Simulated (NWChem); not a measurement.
Species: S, triplet

Program: NWChem. Spin-unrestricted. Medium grid unless said otherwise, to which SCAN and Minnesota functionals are sensitive. The open p shell is one determinant without spherical averaging. No stability test was run on the SCF state.

Question: Order these by “highest occupied level (eV)”, lowest first: OLYP/def2-SVP; B3LYP/def2-SVP; LRC-wPBEh/def2-SVP; MN15-L/def2-SVP; M05-2X/def2-SVP.

Answer: LRC-wPBEh/def2-SVP (-8.97), M05-2X/def2-SVP (-8.33), B3LYP/def2-SVP (-6.73), MN15-L/def2-SVP (-6.06), OLYP/def2-SVP (-5.47)
